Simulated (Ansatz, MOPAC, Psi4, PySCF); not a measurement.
Molecule: dimethylamine, C2H7N, charge 0, multiplicity 1. SMILES: CNC
Geometry: optimised at B3LYP-D3(BJ)/def2-TZVP (Ansatz, a first-principles code).

Wanted: vertical ionisation energy to the doublet, in eV. Terms: each state is the SCF solution reached for its charge and spin; 6-31G* and kin with 6d, 5d where marked; valence correlation only; no dispersion term unless named; PM7 with its own dispersion and hydrogen-bond terms; 6-311+G** with 5d; UHF or UKS for open shells; no spin-orbit coupling; non-relativistic. Ab initio and DFT rows: single points at B3LYP-D3(BJ) geometries (Ansatz). Semi-empirical rows: differences of heats of formation at the shared geometry for vertical values.

```
level               program  vertical ionisation energy to the doublet (eV)
------------------  -------  ----------------------------------------------
AM1                   MOPAC                                            8.90
PM6                   MOPAC                                            8.32
PM7                   MOPAC                                            8.61
MNDO                  MOPAC                                            9.54
HF/6-31G*            Ansatz                                            7.61
PBE/6-311+G**        Ansatz                                            8.70
B3LYP/STO-3G         Ansatz                                            7.14
B3LYP/3-21G          Ansatz                                            8.39
B3LYP/6-31G*         Ansatz                                            8.65
M06-2X/6-31G* (5d)    PySCF                                            8.85
wB97X-D/6-31G*         Psi4                                            8.69
MP2/6-31G*           Ansatz                                            8.59
MP2/6-311+G**        Ansatz                                            8.93
PBE/def2-TZVPD       Ansatz                                            8.70
PBE0/def2-TZVPD      Ansatz                                            8.76
wB97M-V/def2-TZVPD   Ansatz                                            8.91
```

No value to compare with is used here. The 13 habitual levels span 7.14 (B3LYP/STO-3G) to 9.54 eV (MNDO); wB97M-V/def2-TZVPD gives 8.91.

The levels are drawn from those run, B3LYP/6-31G* more often than the rest, none by its result; runs whose electronic state is in doubt are left out.
